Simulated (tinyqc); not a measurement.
Inside a calculation. Method: UKS/BLYP in the sto-6g basis, for H2O, spin multiplicity 3. One step of it, computed by the program tinyqc.

Problem. Iteration 2: building the Kohn-Sham matrix. J_ij = sum D_kl (ij|kl) with D = D(alpha) + D(beta); F = H + J + V_xc; E = tr D H + tr D J / 2 + E_xc + E_nn.

D(alpha) after iteration 1, lower triangle:
```
            1O 1s      1O 2s    1O 2px     1O 2py     1O 2pz     2H 1s     3H 1s
1O 1s    1.132022
1O 2s   -0.324247   1.709799
1O 2px   0.000000   0.000000  0.935442
1O 2py   0.000000   0.000000  0.000000   0.567104
1O 2pz  -0.028751   0.262053  0.000000   0.000000   1.052708
2H 1s    0.062448  -0.567797  0.000000   0.191415  -0.259154  0.812732
3H 1s    0.062448  -0.567797  0.000000  -0.191415  -0.259154  0.486291  0.812732
```

D(beta) after iteration 1, lower triangle:
```
            1O 1s      1O 2s    1O 2px     1O 2py    1O 2pz      2H 1s     3H 1s
1O 1s    0.991701
1O 2s   -0.205543   0.910368
1O 2px   0.000000   0.000000  0.156961
1O 2py   0.000000   0.000000  0.000000   0.479057
1O 2pz   0.033103  -0.202543  0.000000   0.000000  0.650846
2H 1s   -0.014809   0.015021  0.000000   0.188858  0.145321   0.254869
3H 1s   -0.014809   0.015021  0.000000  -0.188858  0.145321  -0.034404  0.254869
```

core Hamiltonian H = T + V (hartree), lower triangle:
```
             1O 1s      1O 2s     1O 2px     1O 2py     1O 2pz      2H 1s      3H 1s
1O 1s   -33.089049
1O 2s    -7.314955  -9.295413
1O 2px    0.000000   0.000000  -7.513908
1O 2py    0.000000   0.000000   0.000000  -7.692220
1O 2pz   -0.021520  -0.235194   0.000000   0.000000  -7.612845
2H 1s    -1.949935  -4.018530   0.000000  -2.160848  -1.689350  -5.261364
3H 1s    -1.949935  -4.018530   0.000000   2.160848  -1.689350  -1.774451  -5.261364
```

Two-electron integrals (ij|kl) in chemists' order, unique and non-zero (hartree):
```
(11|11) 4.787491    (21|11) 0.675884    (21|21) 0.121505    (22|11) 1.117379
(22|21) 0.249212    (22|22) 0.817383    (31|31) 0.025762    (32|31) 0.039145
(32|32) 0.180664    (33|11) 1.117381    (33|21) 0.249212    (33|22) 0.817382
(33|33) 0.880663    (41|41) 0.025762    (42|41) 0.039145    (42|42) 0.180664
(43|43) 0.047461    (44|11) 1.117381    (44|21) 0.249212    (44|22) 0.817382
(44|33) 0.785741    (44|44) 0.880663    (51|51) 0.025762    (52|51) 0.039145
(52|52) 0.180664    (53|53) 0.047461    (54|54) 0.047461    (55|11) 1.117381
(55|21) 0.249212    (55|22) 0.817382    (55|33) 0.785741    (55|44) 0.785741
(55|55) 0.880663    (61|11) 0.191220    (61|21) 0.032925    (61|22) 0.065975
(61|33) 0.065830    (61|41) 0.001285    (61|42) 0.002500    (61|44) 0.066109
(61|51) 0.000957    (61|52) 0.001862    (61|54) 0.000208    (61|55) 0.065985
(61|61) 0.009095    (62|11) 0.434288    (62|21) 0.098066    (62|22) 0.352378
(62|33) 0.346769    (62|41) 0.006235    (62|42) 0.044575    (62|44) 0.357591
(62|51) 0.004645    (62|52) 0.033203    (62|54) 0.008061    (62|55) 0.352774
(62|61) 0.026664    (62|62) 0.183521    (63|31) 0.011283    (63|32) 0.062182
(63|43) 0.009350    (63|53) 0.006965    (63|63) 0.027026    (64|11) 0.239770
(64|21) 0.054945    (64|22) 0.210580    (64|33) 0.200912    (64|41) 0.014420
(64|42) 0.087835    (64|44) 0.226240    (64|51) 0.002337    (64|52) 0.019109
(64|54) 0.011902    (64|55) 0.204589    (64|61) 0.015683    (64|62) 0.133405
(64|64) 0.123160    (65|11) 0.178601    (65|21) 0.040928    (65|22) 0.156858
(65|33) 0.149656    (65|41) 0.002337    (65|42) 0.019109    (65|44) 0.154593
(65|51) 0.013024    (65|52) 0.076415    (65|54) 0.013028    (65|55) 0.166325
(65|61) 0.011682    (65|62) 0.099371    (65|64) 0.071609    (65|65) 0.080366
(66|11) 0.552961    (66|21) 0.127151    (66|22) 0.518936    (66|33) 0.497941
(66|41) 0.011211    (66|42) 0.106762    (66|44) 0.538448    (66|51) 0.008351
(66|52) 0.079526    (66|54) 0.030173    (66|55) 0.520416    (66|61) 0.035002
(66|62) 0.330801    (66|64) 0.275159    (66|65) 0.204961    (66|66) 0.774999
(71|11) 0.191220    (71|21) 0.032925    (71|22) 0.065975    (71|33) 0.065830
(71|41) -0.001285   (71|42) -0.002500   (71|44) 0.066109    (71|51) 0.000957
(71|52) 0.001862    (71|54) -0.000208   (71|55) 0.065985    (71|61) 0.008956
(71|62) 0.025761    (71|64) 0.013694    (71|65) 0.011275    (71|66) 0.033273
(71|71) 0.009095    (72|11) 0.434288    (72|21) 0.098066    (72|22) 0.352378
(72|33) 0.346769    (72|41) -0.006235   (72|42) -0.044575   (72|44) 0.357591
(72|51) 0.004645    (72|52) 0.033203    (72|54) -0.008061   (72|55) 0.352774
(72|61) 0.025761    (72|62) 0.150944    (72|64) 0.075025    (72|65) 0.079416
(72|66) 0.226178    (72|71) 0.026664    (72|72) 0.183521    (73|31) 0.011283
(73|32) 0.062182    (73|43) -0.009350   (73|53) 0.006965    (73|63) 0.021592
(73|73) 0.027026    (74|11) -0.239770   (74|21) -0.054945   (74|22) -0.210580
(74|33) -0.200912   (74|41) 0.014420    (74|42) 0.087835    (74|44) -0.226240
(74|51) -0.002337   (74|52) -0.019109   (74|54) 0.011902    (74|55) -0.204589
(74|61) -0.013694   (74|62) -0.075025   (74|64) -0.015975   (74|65) -0.038511
(74|66) -0.097627   (74|71) -0.015683   (74|72) -0.133405   (74|74) 0.123160
(75|11) 0.178601    (75|21) 0.040928    (75|22) 0.156858    (75|33) 0.149656
(75|41) -0.002337   (75|42) -0.019109   (75|44) 0.154593    (75|51) 0.013024
(75|52) 0.076415    (75|54) -0.013028   (75|55) 0.166325    (75|61) 0.011275
(75|62) 0.079416    (75|64) 0.038511    (75|65) 0.062759    (75|66) 0.130921
(75|71) 0.011682    (75|72) 0.099371    (75|74) -0.071609   (75|75) 0.080366
(76|11) 0.178170    (76|21) 0.040583    (76|22) 0.156507    (76|33) 0.153132
(76|44) 0.156257    (76|51) 0.003116    (76|52) 0.025775    (76|55) 0.160130
(76|61) 0.010912    (76|62) 0.079967    (76|64) 0.049896    (76|65) 0.048688
(76|66) 0.145861    (76|71) 0.010912    (76|72) 0.079967    (76|74) -0.049896
(76|75) 0.048688    (76|76) 0.041550    (77|11) 0.552961    (77|21) 0.127151
(77|22) 0.518936    (77|33) 0.497941    (77|41) -0.011211   (77|42) -0.106762
(77|44) 0.538448    (77|51) 0.008351    (77|52) 0.079526    (77|54) -0.030173
(77|55) 0.520416    (77|61) 0.033273    (77|62) 0.226178    (77|64) 0.097627
(77|65) 0.130921    (77|66) 0.352974    (77|71) 0.035002    (77|72) 0.330801
(77|74) -0.275159   (77|75) 0.204961    (77|76) 0.145861    (77|77) 0.774999
```

nuclear repulsion = 9.62441285 hartree

V_xc(alpha) (hartree), lower triangle:
```
            1O 1s      1O 2s     1O 2px     1O 2py     1O 2pz      2H 1s      3H 1s
1O 1s   -3.193996
1O 2s   -0.390259  -0.822919
1O 2px   0.000000   0.000000  -0.819468
1O 2py   0.000000   0.000000   0.000000  -0.815222
1O 2pz  -0.001767  -0.019245   0.000000   0.000000  -0.834026
2H 1s   -0.114641  -0.348149   0.000000  -0.210178  -0.164786  -0.546295
3H 1s   -0.114641  -0.348149   0.000000   0.210178  -0.164786  -0.147790  -0.546295
```

V_xc(beta) (hartree), lower triangle:
```
            1O 1s      1O 2s     1O 2px     1O 2py     1O 2pz      2H 1s      3H 1s
1O 1s   -3.067191
1O 2s   -0.365875  -0.736770
1O 2px   0.000000   0.000000  -0.684923
1O 2py   0.000000   0.000000   0.000000  -0.759660
1O 2pz   0.001969  -0.001060   0.000000   0.000000  -0.765767
2H 1s   -0.107872  -0.314375   0.000000  -0.193758  -0.147152  -0.484432
3H 1s   -0.107872  -0.314375   0.000000   0.193758  -0.147152  -0.133663  -0.484432
```

E_xc = sum of w rho eps_xc = -9.48421958 hartree

Give: Coulomb J; F(alpha); F(beta); total energy of this density.

Solution.

Coulomb J (hartree), lower triangle:
```
          1O 1s   1O 2s  1O 2px   1O 2py  1O 2pz   2H 1s   3H 1s
1O 1s   17.3733
1O 2s    3.0797  8.1229
1O 2px   0.0000  0.0000  8.0581
1O 2py   0.0000  0.0000  0.0000   8.1554
1O 2pz   0.0131  0.1362  0.0000   0.0000  8.1552
2H 1s    0.8414  3.5195  0.0000   2.1059  1.6230  5.3365
3H 1s    0.8414  3.5195  0.0000  -2.1059  1.6230  1.5801  5.3365
```

F(alpha) (hartree), lower triangle:
```
           1O 1s    1O 2s   1O 2px   1O 2py   1O 2pz    2H 1s    3H 1s
1O 1s   -18.9098
1O 2s    -4.6255  -1.9954
1O 2px    0.0000   0.0000  -0.2753
1O 2py    0.0000   0.0000   0.0000  -0.3520
1O 2pz   -0.0102  -0.1183   0.0000   0.0000  -0.2917
2H 1s    -1.2232  -0.8472   0.0000  -0.2651  -0.2312  -0.4712
3H 1s    -1.2232  -0.8472   0.0000   0.2651  -0.2312  -0.3422  -0.4712
```

F(beta) (hartree), lower triangle:
```
           1O 1s    1O 2s   1O 2px   1O 2py   1O 2pz    2H 1s    3H 1s
1O 1s   -18.7830
1O 2s    -4.6011  -1.9093
1O 2px    0.0000   0.0000  -0.1407
1O 2py    0.0000   0.0000   0.0000  -0.2965
1O 2pz   -0.0065  -0.1001   0.0000   0.0000  -0.2234
2H 1s    -1.2164  -0.8134   0.0000  -0.2487  -0.2135  -0.4093
3H 1s    -1.2164  -0.8134   0.0000   0.2487  -0.2135  -0.3280  -0.4093
```

total energy of this density = -75.918204 hartree

This density is a damped mixture and is not idempotent, and it still holds part of the atomic start, so its energy may lie below the converged one.
